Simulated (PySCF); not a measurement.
1,2-dimethylhydrazine, C2H8N2.
InChI=1S/C2H8N2/c1-3-4-2/h3-4H,1-2H3

Level of theory: EOM-IP-CCSD/aug-cc-pVDZ in PySCF, restricted Hartree–Fock reference, frozen core, non-relativistic, gas phase, PBE0-D3(BJ)/def2-SVP geometry.

Hartree–Fock orbital energies give these Koopmans values (eV): HOMO 9.88, HOMO-1 10.69, HOMO-2 13.88, HOMO-3 14.40, HOMO-4 14.59, HOMO-5 15.58, HOMO-6 16.86, HOMO-7 17.40.

**Question.** What vertical ionisation energies does EOM-IP-CCSD give?

**Answer.** 
| leading hole (HF orbital) | Koopmans (eV) | EOM-IP-CCSD (eV) | change (eV) | one-hole share |
| --- | --- | --- | --- | --- |
| HOMO | 9.88 | 8.55 | -1.33 | 0.95 |
| HOMO-1 | 10.69 | 9.29 | -1.40 | 0.95 |
| HOMO-2 | 13.88 | 13.05 | -0.83 | 0.96 |
| HOMO-3 | 14.40 | 13.47 | -0.93 | 0.96 |
| HOMO-4 | 14.59 | 13.73 | -0.86 | 0.96 |
| HOMO-5 | 15.58 | 14.53 | -1.05 | 0.95 |
| HOMO-6 | 16.86 | 15.51 | -1.35 | 0.95 |
| HOMO-7 | 17.40 | 16.03 | -1.37 | 0.95 |

**Question.** Does the order of the lines follow the orbital energies?

**Answer.** Yes, no two lines change places. The corrections run from -1.40 to -0.83 eV, with a mean of -1.14 eV over the 8 lines; no line lies above its Koopmans value. Koopmans values leave out both the relaxation of the orbitals and the change in correlation energy.

**Question.** At what kinetic energies would He I light (21.22 eV) eject these electrons?

**Answer.** 12.67 eV (HOMO), 11.93 eV (HOMO-1), 8.17 eV (HOMO-2), 7.75 eV (HOMO-3), 7.49 eV (HOMO-4), 6.69 eV (HOMO-5), 5.71 eV (HOMO-6), 5.19 eV (HOMO-7).

One root was sought for each valence orbital with −ε under 21 eV, eight at most, so deeper holes and satellites are missing; no vibrational structure.

Shape of the structure used: `[CH3:1][NH:2][NH:3][CH3:4]`: C1–N2–N3–C4 157°.

One conformer stands for the species.
